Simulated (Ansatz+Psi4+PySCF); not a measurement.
The numbers below are computed, except where a source is named.
A run of Psi4 1.11 on doublet C₂H₅ at this shape:

```xyz
7

C    -0.5679    0.0001   -0.2190
C     0.7511    0.0000    0.0419
H    -1.4939   -0.0005    1.5318
H    -1.1017    0.9206   -0.4086
H    -1.1020   -0.9202   -0.4091
H     1.2991   -0.9223    0.1738
H     1.2989    0.9223    0.1744
```

Its results:

```
Converged                       : yes
Total energy                    : -78.55748 hartree
Spin squared of the determinant : 0.953
```

Task: Which input gives this output? Name the method, the orbitals and the basis set, and write the input.

Result: UHF in cc-pVTZ.

```
molecule {
0 2
C -0.567880 0.000050 -0.218960
C 0.751140 -0.000040 0.041930
H -1.493880 -0.000490 1.531770
H -1.101690 0.920650 -0.408630
H -1.102020 -0.920230 -0.409110
H 1.299130 -0.922340 0.173760
H 1.298900 0.922320 0.174360
}

set basis cc-pVTZ
set reference uhf
set scf_type pk
energy('scf')
```

Caution: the unrestricted determinant is spin contaminated.
